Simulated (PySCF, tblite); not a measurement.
System: CF4, singlet: flattening of a tetrahedron along the D2d path, bond length relaxed. Scanned: the two opposite F-C-F angles (109.47 = tetrahedral, 180 = square planar). Other coordinates (C-F bond length) were minimised at PBE0/def2-TZVP.

CAM-B3LYP/def2-TZVP, density fitting (PySCF); GFN2-xTB, 300 K electronic temperature (tblite); RHF/6-31G* = PySCF with restricted Hartree-Fock/6-31G*, spherical d.

Energies in mEh, each method relative to its own lowest point.

```csv
a / °,CAM-B3LYP,GFN2-xTB,RHF/6-31G*
90,62.2,48.4,71.6
95,(withheld),24.8,37.0
100,(withheld),9.9,14.9
105,2.7,2.1,3.1
109.47,0.0,0.0,0.0
115,3.7,2.8,4.3
120,12.5,9.5,14.7
130,42.2,31.9,50.0
140,81.8,(withheld),98.3
150,(withheld),96.4,(withheld)
160,164.3,128.9,202.0
170,192.6,153.6,239.4
180,203.0,163.2,—
```

### Question
What belongs in the gaps?

### Answer

- 95, CAM-B3LYP: 32.2
- 100, CAM-B3LYP: 13.0
- 140, GFN2-xTB: 62.4
- 150, CAM-B3LYP: 124.9
- 150, RHF/6-31G*: 151.7

A dash means that the run gave no value there, or that the column was ended at a point which the program doubted or which failed a test of continuity chosen for this set; such a test can also cut sound points.
